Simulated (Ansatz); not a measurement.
```tsv
atom	x (Å)	y (Å)	z (Å)
C	0.0569	0.0799	-0.5535
F	0.0648	0.9266	0.2763
F	0.0130	-1.0848	0.2738
```

RHF-MP2 on singlet CF₂ was run in several spherical basis sets with Ansatz (development build ahead of 0.2.0). Frozen core: 3 orbitals. Caution for RHF-MP2: bonds are stretched, where a single reference can fail; stretched shape with no unrestricted run beside it, a lower state can exist.

Q: Rank the basis sets by the total energy that they give, lowest first, with the distance from the lowest.
A. def2-SVP
B. 6-31G
C. STO-3G
D. cc-pVDZ

A: D (0.00 eV), A (5.75 eV), B (7.36 eV), C (100.12 eV).

Totals follow the description of the cores as much as that of the bonds, so this order isn't one of quality for chemistry.
